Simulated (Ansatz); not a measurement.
FS, SMILES `F[S]` radical. Charge 0, multiplicity 2. The geometry is a stationary point of PBE0-D4/def2-TZVP.

```xyz
2

F    -0.175   -0.660    0.411
S     0.175    0.660   -0.411
```

What is the dipole moment at r2SCAN/def2-TZVPP? (Estimate.)

Ansatz gave: 0.67 D, with components (0.15, 0.56, -0.35) D in this frame, pointing from negative to positive charge.

And with PBE, B3LYP, ωB97M-V? (Best estimate.)

Ansatz gave: PBE 0.61 D, B3LYP 0.83 D, ωB97M-V 0.85 D.

Give the Mulliken charges with r2SCAN, PBE, B3LYP in def2-TZVPP. (Estimate.)

Ansatz gave: 
```json
{"atom": "F1", "r2SCAN": "-0.17", "PBE": "-0.15", "B3LYP": "-0.20"}
{"atom": "S2", "r2SCAN": "0.17", "PBE": "0.15", "B3LYP": "0.20"}
```

B3LYP here is the variant with VWN-RPA as its local correlation; programs differ in this.
